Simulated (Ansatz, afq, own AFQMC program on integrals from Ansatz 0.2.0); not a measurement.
Two steps: Ansatz 0.2.0 writes the Fock matrix and Cholesky factors of the valence space, and afq projects on them the lowest state that overlaps trial and start.

```yaml
crystal:
  periodic: [false, false, false]
  atoms:
    - {symbol: Al, position_ang: [0.000000, 0.057143, 0.000000]}
    - {symbol: H, position_ang: [0.000000, 0.226182, -1.551199]}
    - {symbol: H, position_ang: [0.000000, 0.226189, 1.551197]}
    - {symbol: H, position_ang: [0.000000, -1.982029, 0.000004]}
basis:
  gaussian: {orbitals: cc-pVDZ}
total_charge: 1
magnetization: {spin_polarized: true, initial_magnetization: 1}
correlation: {method: ccsd_t, electrons: outside_noble_gas, hamiltonian_folder: ham}
```

```sh
$ ansatz run in.yaml --threads 1 --pin off --events-out ev --progress --plain --max-ram 16896MiB --backend cuda --devices 0, --max-vram 18GiB
```

Options of the walk:

```
--method free --trial cisd --walkers 4000 --time-step 0.03 --max-blocks 4000 --target-error 0.00028 --factor-cut 1e-05 --seed 733 --times 0,0.3,0.6,1.2,1.8,2.4,3.6,4.8,6 --taylor-order 8
```

Times are imaginary, in 1/Eh. The walk had a cap of 61 s.

afq prints:

```
orbitals 28  electrons 3 2  factors 199 of 308
reference energy -243.28102742 Eh
CCSD correlation -0.07126785 Eh in 11 cycles, weight of the determinant in the CISD state 0.9475
repeat  energy at the last time / Eh  error
    10  -243.353521  0.000025
    20  -243.353519  0.000016
    30  -243.353501  0.000014
time / (1/Eh)  energy / Eh  error  mean overlap
  0.00  -243.352299  0.000003  1.0555
  0.30  -243.352780  0.000005  1.0549
  0.60  -243.353037  0.000004  1.0542
  1.20  -243.353279  0.000006  1.0525
  1.80  -243.353381  0.000007  1.0505
  2.40  -243.353430  0.000009  1.0515
  3.60  -243.353492  0.000015  1.0473
  4.80  -243.353471  0.000014  1.0485
  6.00  -243.353505  0.000014  1.0443
energy -243.353505 +/- 0.000014 Eh
```

The run passed its tests (error under three times the target), which doesn't prove that it has relaxed.

Against this walk (error 0.4 meV) on the same determinant: CCSD(T) 10.9 meV higher, CCSDT(Q) 0.4 meV higher (within the noise), CCSDTQ 0.1 meV higher (within the noise), full CI 0.1 meV higher (within the noise). The error is statistical, and a free projection of finite length keeps a remainder of its start.

Cautions: remainder of the start not in the error.

The walk took 42 s on 1 × NVIDIA H100 80GB HBM3 with 2 threads of AMD EPYC 7R13 Processor (Zen 3), on a shared host (the card was shared). The log's last line is the free-projection energy.

CCSDT and higher add their correlation energy to the determinant of the CCSD(T) run, since their own runs factorise the integrals more tightly (a shift of under 2 meV). A walk keeps the symmetry of its determinant, which the program's search chose and which needn't be the lowest solution, so a lower state of the same spin and another symmetry isn't excluded.
